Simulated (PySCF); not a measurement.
Constants of LiP, step by step

State: ³Σ⁻, triplet, unpaired electrons π ↑↑. De refers to Li + P. ROHF-based CCSD(T) in PySCF 2.14 with Li cc-pVTZ, P cc-pV(T+d)Z and Li cc-pVQZ, P cc-pV(Q+d)Z (frozen core orbitals: 6; no relativity). Correlation energies are extrapolated as n⁻³ (n = 3, 4), Hartree–Fock as (n+1)·exp(−9√n). CV is the change on freezing 1 orbitals instead, in Li cc-pCVTZ, P cc-pwCVTZ. SR is the spin-free X2C energy in Li cc-pVTZ-DK, P cc-pVTZ-DK less the non-relativistic one in Li cc-pVTZ, P cc-pVTZ.

```
            Level  Re (Å)  ωe (cm⁻¹)  ωexe (cm⁻¹)  αe (cm⁻¹)  De (eV)
       CCSD(T)/TZ  2.3462      485.6         3.32    0.00581    1.622
       CCSD(T)/QZ  2.3421      488.3         3.27    0.00576    1.749
           HF/CBS  2.3403      500.6         2.90    0.00530    0.628
          MP2/CBS  2.3394      497.2         3.04    0.00547    1.710
         CCSD/CBS  2.3351      495.6         3.19    0.00564    1.758
      CCSD(T)/CBS  2.3387      491.5         3.25    0.00572    1.831
   CCSD(T)/CBS+CV  2.3266      495.9         3.29    0.00578    1.841
CCSD(T)/CBS+CV+SR  2.3258      496.3         3.25    0.00573    1.837
```

Problem. How much is left between CCSD(T)/QZ and the basis-set limit, and how much do the triples give at the limit?

Solution. CCSD(T)/CBS less CCSD(T)/QZ: -3.4 mÅ in Re, +3.2 cm⁻¹ in ωe and +0.082 eV in De. CCSD(T)/CBS less CCSD/CBS: +3.6 mÅ in Re, -4.1 cm⁻¹ in ωe and +0.073 eV in De.

Problem. What do the later terms add?

Solution. CV: -12.1 mÅ in Re, +4.4 cm⁻¹ in ωe and +0.010 eV in De; SR: -0.8 mÅ in Re, +0.4 cm⁻¹ in ωe and -0.004 eV in De, each against the row above.

The T1 diagnostic is 0.021. The state was picked by a PBE0 search and need not be the measured ground state. Spin–orbit coupling, excitations beyond (T) and corrections to the Born–Oppenheimer picture are left out.

The whole job (state search and all basis sets along the bond) took about 14 min on 4 threads of Arm Neoverse V1 (shared host), peak memory 9.2 GiB.
